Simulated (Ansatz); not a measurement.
Cost and result for the atomization energy of C2HClFNO (`FC1N=C(Cl)O1`) (7 atoms, 7 bonds).

```json
{"atom": "F1", "x (Å)": "-0.996", "y (Å)": "-1.035", "z (Å)": "-1.319"}
{"atom": "C2", "x (Å)": "-0.134", "y (Å)": "-0.156", "z (Å)": "-0.827"}
{"atom": "N3", "x (Å)": "0.828", "y (Å)": "-0.678", "z (Å)": "0.132"}
{"atom": "C4", "x (Å)": "0.241", "y (Å)": "0.134", "z (Å)": "0.924"}
{"atom": "Cl5", "x (Å)": "0.535", "y (Å)": "0.583", "z (Å)": "2.512"}
{"atom": "O6", "x (Å)": "-0.758", "y (Å)": "0.688", "z (Å)": "0.199"}
{"atom": "H7", "x (Å)": "0.285", "y (Å)": "0.464", "z (Å)": "-1.621"}
```

Total charge 0; spin multiplicity 1. The structure was optimised at the PBE0-D4/def2-TZVP level. Program: Ansatz. All runs use 4 threads of an Intel Xeon Platinum 8488C on a shared host. Times are those of one run each, without the atoms' runs, and a repeat can differ threefold. Electronic energies, without spin–orbit coupling; frozen cores. CCSD(T)/CBS adds CCSD(T) − MP2 in def2-TZVPP to the MP2 limit, and its time is that of the two runs behind it. T1 = 0.014. HSE06 is the plane-wave form, built on full-range PBE exchange.

CCSD(T)/CBS is a level of theory with its own doubt, some kJ/mol a heavy atom from the limit and from the frozen cores, so smaller differences don't rank the functionals.

| level | functions | wall time |
| --- | --- | --- |
| LDA (SPW92)/def2-TZVPP | 211 | 0.7 s |
| BLYP-D4/def2-TZVPP | 211 | 1.1 s |
| PBE-D4/def2-TZVPP (with forces) | 211 | 1.2 s |
| PBE0-D4/def2-TZVPP | 211 | 1.6 s |
| HSE06-D4/def2-TZVPP | 211 | 1.6 s |
| CAM-B3LYP-D4/def2-TZVPP | 211 | 1.8 s |
| CCSD(T)/def2-SVP | 93 | 2.6 s |
| B2PLYP/def2-TZVPP | 211 | 2.9 s |
| ωB97X-V/def2-TZVPP | 211 | 3.1 s |
| ωB97M-V/def2-TZVPP (with forces) | 211 | 4.4 s |
| MP2/def2-QZVPP | 385 | 9.5 s |
| CCSD(T)/def2-TZVPP | 211 | 49 s |
| CCSD(T)/CBS(def2) | – | 58 s |

What atomization energy does each give, and how far from CCSD(T)/CBS? (Best estimate.)

Computed: 
```tsv
level	atomization (kJ/mol)	difference from CCSD(T)/CBS	per bond
LDA (SPW92)/def2-TZVPP	3538.6	706.1	100.9
BLYP-D4/def2-TZVPP	2888.6	56.1	8.0
PBE-D4/def2-TZVPP (with forces)	3049.1	216.6	30.9
PBE0-D4/def2-TZVPP	2897.9	65.4	9.3
HSE06-D4/def2-TZVPP	2902.5	70.0	10.0
CAM-B3LYP-D4/def2-TZVPP	2850.8	18.3	2.6
CCSD(T)/def2-SVP	2648.3	-184.2	-26.3
B2PLYP/def2-TZVPP	2808.1	-24.4	-3.5
ωB97X-V/def2-TZVPP	2868.9	36.4	5.2
ωB97M-V/def2-TZVPP (with forces)	2869.2	36.7	5.2
MP2/def2-QZVPP	2945.4	112.9	16.1
CCSD(T)/def2-TZVPP	2730.7	-101.8	-14.5
CCSD(T)/CBS(def2)	2832.5	0.0	0.0
```

From PBE to PBE0 (25 % exact exchange), in def2-TZVPP and without D4, the atomization energy moves by −148.6 kJ/mol: exact exchange takes away binding that semilocal exchange gives to molecules. At CCSD(T), def2-SVP lies −184.2 kJ/mol from the extrapolated value and def2-TZVPP −101.8 kJ/mol: correlation converges slowly with the basis, and small sets miss more of it in the bonded molecule than in its fragments. Leaving LDA and LC-ωPBE aside and taking each functional with its dispersion term where it has one, the values, not all of them listed here, spread over 416.5 kJ/mol, from BHLYP-D4 to PBE-D4. LDA lies +504.7 kJ/mol from PBE without D4, its usual overbinding.
